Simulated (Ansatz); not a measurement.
Geometry optimisation, RKS PBE-D4/6-31G* in Ansatz.

Input file:

```yaml
crystal:
  periodic: [false, false, false]
  atoms:
    - { symbol: Si, position_ang: [-0.013086, 0.191067, -0.754537] }
    - { symbol: "N", position_ang: [1.58165, -0.155841, 1.78421] }
    - { symbol: H, position_ang: [0.734193, -0.739548, 1.814825] }
    - { symbol: H, position_ang: [1.286261, 0.829549, 1.803568] }
    - { symbol: H, position_ang: [2.038725, -0.324044, 0.862344] }
    - { symbol: H, position_ang: [-0.999908, 0.95033, 0.169123] }
    - { symbol: "N", position_ang: [-0.919386, -1.296182, -0.658726] }
    - { symbol: H, position_ang: [-1.784293, -1.455236, -0.137099] }
    - { symbol: H, position_ang: [-0.634157, -2.129594, -1.182908] }
basis:
  gaussian: { orbitals: "6-31G*" }
hamiltonian:
  xc: pbe
  dispersion: d4
relax:
  f_tol: 0.03
  max_steps: 50
output:
  orbitals: {}
```

Run as:

```bash
$ ansatz run input.yaml --threads 1 --pin off --max-ram 2048MiB --backend cpu --events-out ev --progress --plain --runs-dir out
```

Q: Where does it end, and by what steps?

A: It converged. After 12 steps the energy has fallen by 0.022 eV; H3 moved furthest, 0.39 Å.

```
step  energy less start (eV)  largest force component (eV/Å)  accepted
   0                  0.0000                           0.592       yes
   1                  0.0072                           0.760        no
   2                 -0.0116                           0.199       yes
   3                 -0.0135                           0.231       yes
   4                 -0.0146                           0.443       yes
   5                 -0.0177                           0.152       yes
   6                 -0.0193                           0.086       yes
   7                 -0.0206                           0.116       yes
   8                 -0.0212                           0.124       yes
   9                 -0.0217                           0.092       yes
  10                 -0.0221                           0.059       yes
  11                 -0.0223                           0.047       yes
  12                 -0.0223                           0.027       yes
```

```xyz
9
Properties=species:S:1:pos:R:3
Si 0.058 0.130 -0.795
N 1.533 -0.163 1.761
H 0.929 -0.966 1.559
H 0.947 0.673 1.840
H 2.184 -0.042 0.980
H -0.865 1.025 0.073
N -0.949 -1.281 -0.594
H -1.819 -1.344 -0.062
H -0.728 -2.161 -1.061
```

Whether the end is a true minimum wasn't checked by a vibrational analysis.

Run time: 16 s on 1 thread of Intel(R) Xeon(R) Platinum 8488C (Sapphire Rapids), on a shared host, peak memory 0.13 GiB.
